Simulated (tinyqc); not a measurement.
Extended Hueckel theory, for CH4-, step by step. The parameters take no account of the charge, which enters only through the electron count, and nothing here shows that the anion is bound. One step of it, computed by the program tinyqc.

Problem. Mulliken analysis. P = C n C^T; charge = valence electrons (C 4, H 1) minus the sum of (P S)_ii on the atom; overlap population = 2 sum P_ij S_ij between two atoms.

coefficients:
```
             MO1        MO2        MO3        MO4        MO5        MO6        MO7        MO8
1C 2s   0.635853   0.000000   0.000000   0.000000   0.000000   0.000000   0.000000   1.665045
1C 2px  0.000000   0.415892   0.300846  -0.177000   0.537550  -0.563367  -0.856422   0.000000
1C 2py  0.000000   0.097673  -0.364633  -0.390265   0.501322   0.987974  -0.335240   0.000000
1C 2pz  0.000000   0.335108  -0.267092   0.333419  -0.894158   0.215236  -0.702821   0.000000
2H 1s   0.168657   0.481804  -0.187845  -0.132758  -0.077879  -0.344336   1.019530  -0.717469
3H 1s   0.168657  -0.009588   0.529434  -0.068213  -0.500694   0.950697  -0.097750  -0.717469
4H 1s   0.168657  -0.370903  -0.226170  -0.310360  -0.461701  -0.719035  -0.658707  -0.717469
5H 1s   0.168657  -0.101313  -0.115420   0.511331   1.040275   0.112675  -0.263074  -0.717469
```

occupations: 2.000000  2.000000  2.000000  2.000000  0.333333  0.333333  0.333333  0.000000

overlap S:
```
           1C 2s     1C 2px     1C 2py     1C 2pz     2H 1s      3H 1s      4H 1s      5H 1s
1C 2s   1.000000   0.000000   0.000000   0.000000  0.500443   0.500443   0.500443   0.500443
1C 2px  0.000000   1.000000   0.000000   0.000000  0.286550   0.286550  -0.286550  -0.286550
1C 2py  0.000000   0.000000   1.000000   0.000000  0.286550  -0.286550   0.286550  -0.286550
1C 2pz  0.000000   0.000000   0.000000   1.000000  0.286550  -0.286550  -0.286550   0.286550
2H 1s   0.500443   0.286550   0.286550   0.286550  1.000000   0.154001   0.154001   0.154001
3H 1s   0.500443   0.286550  -0.286550  -0.286550  0.154001   1.000000   0.154001   0.154001
4H 1s   0.500443  -0.286550   0.286550  -0.286550  0.154001   0.154001   1.000000   0.154001
5H 1s   0.500443  -0.286550  -0.286550   0.286550  0.154001   0.154001   0.154001   1.000000
```

Give: charges; Overlap populations.

Solution.

charges: 1C -0.6711, 2H -0.0822, 3H -0.0822, 4H -0.0822, 5H -0.0822

Overlap populations:
```
pair      value
2-1    0.376952
3-1    0.376952
3-2   -0.080845
4-1    0.376952
4-2   -0.080845
4-3   -0.080845
5-1    0.376952
5-2   -0.080845
5-3   -0.080845
5-4   -0.080845
```
